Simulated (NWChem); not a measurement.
# One shape, several levels: CH6N2 (SMILES CNN)

Wanted: a comparison of 6 runs (M06-2X/cc-pVDZ, B2PLYP/cc-pVDZ, BHLYP/cc-pVDZ, CAM-B3LYP/cc-pVDZ, PBE0/cc-pVDZ, wB97X/cc-pVDZ) of CH6N2. 

The results are computed with NWChem 7.3.0.

1 further run of the same task is left out (set aside as unsound or not needed).

**1. The system as given**

CH6N2: 9 atoms, total charge 0, spin state singlet. As SMILES, `CNN`. The coordinates come from a PBE0-D4/def2-TZVP relaxation. This is one conformer, not always the lowest.

Bond lengths: C1–N2 1.445 Å, N2–N3 1.412 Å, C1–H4 1.102 Å, C1–H5 1.093 Å, C1–H6 1.091 Å, N2–H7 1.015 Å, N3–H8 1.017 Å, N3–H9 1.011 Å. Some angles: C1–N2–N3 110.6°, C1–N2–H7 109.7°, N3–N2–H7 111.5°, N2–C1–H4 114.0°, N2–C1–H5 108.8°, N2–C1–H6 109.0°, N2–N3–H8 112.5°, N2–N3–H9 108.7°, H4–C1–H5 108.3°, H4–C1–H6 107.9°.

**2. Energy and forces at M06-2X/cc-pVDZ (run 1)**

The input, ch6n2.xyz:

```xyz
9
CH6N2 M06-2X
C     -0.632300     0.772800    -0.416900
N      0.617000     0.174400    -0.007000
N      0.386900    -0.878100     0.905200
H     -1.339400     0.063700    -0.877000
H     -0.423200     1.566400    -1.138500
H     -1.118900     1.213000     0.454700
H      1.126500    -0.146800    -0.824300
H      0.164900    -1.755100     0.439600
H      1.218500    -1.010300     1.464200
```

The input, ch6n2.nw:

```
start ch6n2
title "CH6N2 M06-2X"
memory 2200 mb
charge 0

geometry noautosym nocenter noautoz
  load ch6n2.xyz
end

basis spherical bse
  * library cc-pVDZ
end

dft
  xc m06-2x
  grid xfine
  convergence energy 1e-08
  maxiter 100
  mulliken
  print low
end

task dft gradient
```

On the command line:

```bash
nwchem ch6n2.nw > ch6n2.out
```

The program printed:

```text
[...]
 d= 0,ls=0.0,diis     1   -151.0746681795 -2.36D+02  5.92D-03  2.15D-01     3.4
[...]
 d= 0,ls=0.0,diis    10   -151.1034186403 -1.06D-09  3.47D-07  1.69D-10    31.8
         Total DFT energy =     -151.103418640340
      One electron energy =     -371.137187244974
           Coulomb energy =      156.921207771805
    Exchange-Corr. energy =      -21.450925036424
 Nuclear repulsion energy =       84.563485869253
[...]
                         DFT ENERGY GRADIENTS
    atom               coordinates                        gradient
                 x          y          z           x          y          z
   1 C      -1.194874   1.460380  -0.787827   -0.000673   0.001591   0.000959
   2 N       1.165961   0.329568  -0.013228   -0.003649  -0.002640  -0.005749
   3 N       0.731135  -1.659368   1.710580    0.008069  -0.006133  -0.002481
   4 H      -2.531099   0.120376  -1.657290    0.003169   0.002973   0.001872
   5 H      -0.799732   2.960067  -2.151453   -0.000840  -0.003392   0.003061
   6 H      -2.114414   2.292238   0.859258    0.002019  -0.001650  -0.004242
   7 H       2.128776  -0.277412  -1.557701   -0.002088   0.002174   0.005474
   8 H       0.311616  -3.316658   0.830724   -0.000417   0.005302   0.003115
   9 H       2.302631  -1.909190   2.766937   -0.005589   0.001775  -0.002010
 Task  times  cpu:       39.2s     wall:       39.2s
[...]
```

Wall time 40 s (1 thread of Intel Xeon 6975P-C (Granite Rapids), shared host); peak memory 0.14 GiB.

**3. The energy at B2PLYP/cc-pVDZ (run 2)**

The input, struct.nw:

```
start struct
memory total 2200 mb
charge 0

geometry noautosym nocenter noautoz
   C       -0.632300       0.772800      -0.416900
   N        0.617000       0.174400      -0.007000
   N        0.386900      -0.878100       0.905200
   H       -1.339400       0.063700      -0.877000
   H       -0.423200       1.566400      -1.138500
   H       -1.118900       1.213000       0.454700
   H        1.126500      -0.146800      -0.824300
   H        0.164900      -1.755100       0.439600
   H        1.218500      -1.010300       1.464200
end

basis spherical bse
   * library cc-pVDZ
end

dft
   xc hfexch 0.53 becke88 0.47 lyp 0.73 mp2 0.27
   dftmp2 semidirect
   grid xfine
   convergence energy 1e-08
   maxiter 100
   mulliken
   print medium
end

mp2
   freeze core 3
end

task dft energy
```

On the command line:

```bash
nwchem struct.nw > struct.out
```

The program printed:

```text
[...]
          Wavefunction type:  closed shell.
          No. of atoms     :     9
          No. of electrons :    26
[...]
          Charge           :     0
          Spin multiplicity:     1
[...]
          AO basis - number of functions:    72
[...]
              XC Information
              --------------
                     Hartree-Fock (Exact) Exchange  0.530
                    Becke 1988 Exchange Functional  0.470
              Lee-Yang-Parr Correlation Functional  0.730
[...]
 d= 0,ls=0.0,diis     1   -150.8178775997 -2.35D+02  5.86D-03  2.37D-01     2.6
[...]
 d= 0,ls=0.0,diis    10   -150.8500652663 -9.66D-10  1.76D-07  1.08D-10    23.1
         Total DFT energy =     -150.850065266278
      One electron energy =     -371.118415759334
           Coulomb energy =      156.913425185934
    Exchange-Corr. energy =      -21.208560562131
 Nuclear repulsion energy =       84.563485869253
[...]
      Total Density - Mulliken Population Analysis
     ---------------------------------------------
    Atom       Charge   Shell Charges
 -----------   ------   -------------------------------------------------------
    1 C    6     5.90   2.01  0.66  0.33  2.06  0.76  0.08
    2 N    7     7.24   2.01  0.76  0.70  2.39  1.33  0.05
    3 N    7     7.14   2.01  0.76  0.61  2.38  1.33  0.04
    4 H    1     1.01   0.76  0.22  0.03
    5 H    1     0.99   0.76  0.20  0.03
    6 H    1     0.97   0.75  0.19  0.03
    7 H    1     0.92   0.75  0.12  0.05
    8 H    1     0.92   0.74  0.13  0.05
    9 H    1     0.91   0.74  0.12  0.05
[...]
  Basis functions       =     72
[...]
```

Wall time 25 s (1 thread of Intel Xeon 6975P-C (Granite Rapids), shared host); peak memory 0.18 GiB.

Runs 3 to 5 aren't shown in full; the table further down has their settings and results.

**4. Energy and gradient at wB97X/cc-pVDZ (run 6)**

The input, ch6n2.nw:

```
echo
start ch6n2
memory 2200 mb
charge 0

geometry noautosym nocenter noautoz
 C    -0.632300    0.772800   -0.416900
 N     0.617000    0.174400   -0.007000
 N     0.386900   -0.878100    0.905200
 H    -1.339400    0.063700   -0.877000
 H    -0.423200    1.566400   -1.138500
 H    -1.118900    1.213000    0.454700
 H     1.126500   -0.146800   -0.824300
 H     0.164900   -1.755100    0.439600
 H     1.218500   -1.010300    1.464200
end

basis "ao basis" spherical bse
 * library cc-pVDZ
end

dft
 xc wb97x
 grid xfine
 convergence energy 1e-08
 maxiter 100
 mulliken
 print medium
end

task dft gradient
```

On the command line:

```bash
nwchem ch6n2.nw > ch6n2.out
```

The program printed:

```text
[...]
          Wavefunction type:  closed shell.
          No. of atoms     :     9
          No. of electrons :    26
[...]
          Charge           :     0
          Spin multiplicity:     1
[...]
          AO basis - number of functions:    72
[...]
              XC Information
              --------------
                       wb97x  Method XC Functional
                     Hartree-Fock (Exact) Exchange  1.000
                         wb97x Exchange Functional  1.000
                      wb97x Correlation Functional  1.000
[...]
 d= 0,ls=0.0,diis     1   -151.1053363601 -2.36D+02  5.79D-03  2.78D-01     4.4
[...]
 d= 0,ls=0.0,diis    10   -151.1380264902 -9.55D-09  3.55D-07  3.06D-10    43.0
         Total DFT energy =     -151.138026490157
      One electron energy =     -371.177619029463
           Coulomb energy =      156.962627115042
    Exchange-Corr. energy =      -21.486520444989
 Nuclear repulsion energy =       84.563485869253
[...]
      Total Density - Mulliken Population Analysis
     ---------------------------------------------
    Atom       Charge   Shell Charges
 -----------   ------   -------------------------------------------------------
    1 C    6     5.95   2.01  0.66  0.34  2.09  0.78  0.07
    2 N    7     7.22   2.01  0.75  0.69  2.40  1.32  0.05
    3 N    7     7.14   2.01  0.76  0.61  2.40  1.33  0.04
    4 H    1     1.00   0.75  0.22  0.03
    5 H    1     0.98   0.75  0.20  0.03
    6 H    1     0.96   0.75  0.19  0.03
    7 H    1     0.92   0.75  0.12  0.05
    8 H    1     0.92   0.74  0.13  0.05
    9 H    1     0.91   0.74  0.12  0.05
[...]
  wavefunction    = closed shell
[...]
```

Run time: 55 s. Hardware: 1 thread of Intel Xeon 6975P-C (Granite Rapids), shared host; peak memory 0.14 GiB.

**5. The series**

```csv
run,level,task,frozen core orbitals,energy (Eh),largest force (eV/Å),wall time
1,M06-2X/cc-pVDZ,gradient,–,-151.103419,0.537,40 s
2,B2PLYP/cc-pVDZ,energy,3,-151.010480,–,25 s
3,BHLYP/cc-pVDZ,gradient,–,-151.081770,0.174,26 s
4,CAM-B3LYP/cc-pVDZ,gradient,–,-151.098066,0.451,45 s
5,PBE0/cc-pVDZ,gradient,–,-151.000719,0.585,24 s
6,wB97X/cc-pVDZ,gradient,–,-151.138026,0.475,55 s
```

**6. Summary of results**

| quantity | value |
| --- | --- |
| run 6: total energy | -151.13803 Eh |
| run 6: dipole moment | 1.87 D |
| run 6: HOMO energy | -8.75 eV |
| run 6: LUMO energy | 4.10 eV |
| run 6: HOMO–LUMO gap | 12.85 eV |
| run 6: largest force on an atom | 0.475 eV/Å |

What this shows: Over runs 2, 3, 4, 5, 6 the dipole moment (its size) runs from 1.86 D (PBE0/cc-pVDZ) to 1.87 D (BHLYP/cc-pVDZ). Over runs 2, 3, 4, 5, 6 the HOMO–LUMO gap runs from 8.13 eV (PBE0/cc-pVDZ) to 12.85 eV (wB97X/cc-pVDZ). Totals of different functionals can't be ranked against each other. All runs together took 3.6 min, the longest 55 s.
